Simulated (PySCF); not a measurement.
Compound: C₄H₉P.
Z-matrix (Å and degrees, PBE0-D3(BJ)/def2-SVP geometry), rows numbered from 1:
```
C 
C   1  1.3372
P   2  1.8191  1  127.65
C   3  1.8444  2  101.73  1    19.34
C   3  1.8526  2   99.28  1   122.02
H   1  1.0942  2  121.24  3   175.10
H   1  1.0943  2  122.41  3    -4.41
H   2  1.0986  1  118.50  3  -174.65
H   4  1.1001  3  109.87  2   -73.60
H   4  1.1004  3  108.56  2   169.21
H   4  1.1019  3  112.60  2    48.30
H   5  1.1012  3  112.57  2   -54.90
H   5  1.1005  3  109.26  2    66.21
H   5  1.1006  3  109.12  2  -176.43
```

The closed-shell ground state was solved at several levels (PySCF, density fitting, gas phase, non-relativistic).

| level | basis functions | total energy (Eh) | HOMO (eV) | LUMO (eV) | gap (eV) | dipole (D) |
| --- | --- | --- | --- | --- | --- | --- |
| B3LYP/6-31G* | 92 | -499.1676 | -5.86 | 0.16 | 6.02 | 1.27 |
| B3LYP/cc-pVTZ | 280 | -499.2719 | -6.09 | -0.32 | 5.77 | 1.11 |

Q: Estimate the row for B3LYP/def2-TZVP, a basis of 215 functions; the other rows only guide the guess.

A: Total energy -499.2709 Eh, HOMO -6.11 eV, LUMO -0.39 eV, gap 5.72 eV, dipole 1.13 D.

Q: Over all these levels, which gives the widest orbital gap and which the narrowest?

A: B3LYP/6-31G* has the widest, 6.02 eV, and B3LYP/def2-TZVP the narrowest, 5.72 eV. From the narrowest to the widest the HOMO moves by +0.25 eV and the LUMO by +0.55 eV.

Q: How much does the basis alone move the frontier levels among the 3 B3LYP rows (the withheld one included)?

A: The HOMO by 0.25 eV and the LUMO by 0.55 eV. By rising basis size (HOMO, LUMO in eV): 6-31G* -5.86, 0.16; def2-TZVP -6.11, -0.39; cc-pVTZ -6.09, -0.32.

Q: How far do the dipole and the HOMO energy spread over the levels?

A: The dipole runs from 1.11 to 1.27 D (mean 1.17 D) and the HOMO from -6.11 to -5.86 eV.

One conformer stands for the species.
